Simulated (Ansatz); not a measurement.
Worked example: GeH₂⁺, doublet against GeH₂, triplet

Geometry (PBE0/def2-TZVP stationary point of a triplet), kept for both states (GeH2, triplet: B1; GeH2⁺, doublet: A1):

| atom | x (Å) | y (Å) | z (Å) |
| --- | --- | --- | --- |
| Ge | 0.0000 | -0.0208 | 0.0000 |
| H | 0.0000 | 0.7490 | -1.3344 |
| H | 0.0000 | 0.7490 | 1.3344 |

Basis cc-pVDZ; Ansatz 0.2.0. Correlated methods freeze the noble-gas cores and the filled d shells of p-block atoms. R marks a restricted (for open shells ROHF) determinant. No spin–orbit coupling is included, and no scalar relativity.

Full CI is exact within this basis and frozen core; it isn't the basis-set limit.

| level | E(GeH2, triplet) (hartree) | E(GeH2⁺, doublet) (hartree) |
| --- | --- | --- |
| RCCSD(T) | -2076.520540 | -2076.232913 |
| PBE | -2077.751875 | -2077.459351 |
| B3LYP | -2078.121648 | -2077.829869 |
| full CI | -2076.521105 | -2076.233412 |

Give the vertical gap, GeH2⁺ doublet less GeH2 triplet, at each level in eV (1 hartree = 27.2114 eV), and each error against full CI.

full CI: (-2076.233412 − (-2076.521105)) × 27.2114 = 7.829 eV (the reference)
B3LYP: (-2077.829869 − (-2078.121648)) × 27.2114 = 7.940 eV, error 0.111 eV
PBE: (-2077.459351 − (-2077.751875)) × 27.2114 = 7.960 eV, error 0.131 eV
RCCSD(T): (-2076.232913 − (-2076.520540)) × 27.2114 = 7.827 eV, error -0.002 eV

Total energies of functionals can't be set beside those of wave-function methods, since they hold the core's correlation and their own absolute errors; only the differences compare.

In so small a basis the reference is far from its limit while semilocal and hybrid functionals are nearer theirs, so the functionals' errors here hold much of the reference's basis and frozen-core error, which can add to them or hide them.

Each level lands on the state that its own search finds. T1 diagnostics of restricted CCSD: 0.018 and 0.020.
